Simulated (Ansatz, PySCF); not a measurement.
Species: C2HO (charge 0, doublet). It need not be the lowest isomer of its formula. 
Coordinates optimised at B3LYP-D3(BJ)/def2-TZVP (Ansatz, a program for electronic structure):
```
C
O 1 1.1710
C 1 1.2878 2 170.77
H 3 1.0711 1 137.10 2 -180.00
```
Charge 0, spin multiplicity 2.

Total electronic energies in hartree. Correlated levels leave the core frozen unless marked. Open shells are spin-unrestricted. Spin-orbit coupling is left out. No relativistic terms. FCI takes restricted orbitals. CBS(X,Y): correlation extrapolated as X^-3; Hartree-Fock from the larger set. [CCSD(T)-MP2]/basis is that difference in the basis named.

```
level                                                                 program  energy (Eh)
-------------------------------------------------------------  --------------  -----------
HF-D4/def2-TZVPD                                                PySCF + dftd4   -151.15292
PBE/def2-TZVPD                                                         Ansatz   -151.81895
BP86-D3(BJ)/def2-TZVPD                                          PySCF + dftd3   -151.99587
BHLYP-D4/def2-TZVPD                                            Ansatz + dftd4   -151.90423
BHLYP/def2-TZVPD                                                       Ansatz   -151.90257
TPSSh-D3(BJ)/def2-TZVPD                                         PySCF + dftd3   -151.99645
PW6B95/def2-TZVPD                                                       PySCF   -152.17032
M06-2X/def2-TZVPD                                                       PySCF   -151.92268
MN15-D3(BJ)/def2-TZVPD                                          PySCF + dftd3   -151.81611
CAM-B3LYP-D4/def2-TZVPD                                        Ansatz + dftd4   -151.92233
CAM-B3LYP/def2-TZVPD                                                   Ansatz   -151.92111
LC-wPBE-D3(BJ)/def2-TZVPD                                      Ansatz + dftd3   -151.87780
LC-wPBE-D4/def2-TZVPD                                          Ansatz + dftd4   -151.87804
wB97M-V/def2-TZVPD                                                     Ansatz   -151.93861
RPA@PBE/cc-pVQZ                                                        Ansatz   -151.98231
MP2/6-31G*                                                             Ansatz   -151.47825
CCSD/6-31G*                                                            Ansatz   -151.49582
CCSD/cc-pVDZ                                                           Ansatz   -151.52046
CCSD/aug-cc-pVTZ                                                       Ansatz   -151.66372
CCSD(T)/cc-pVTZ                                                        Ansatz   -151.68058
CCSD(T) with core electrons/cc-pwCVTZ                                  Ansatz   -151.84034
FCI/STO-3G                                                             Ansatz   -149.28644
RI-MP2/CBS(aug-cc-pVTZ,aug-cc-pVQZ)+[CCSD(T)-MP2]/aug-cc-pVTZ          Ansatz    -151.7544
```

Totals of different functionals don't rank their quality; only differences between species are comparable.
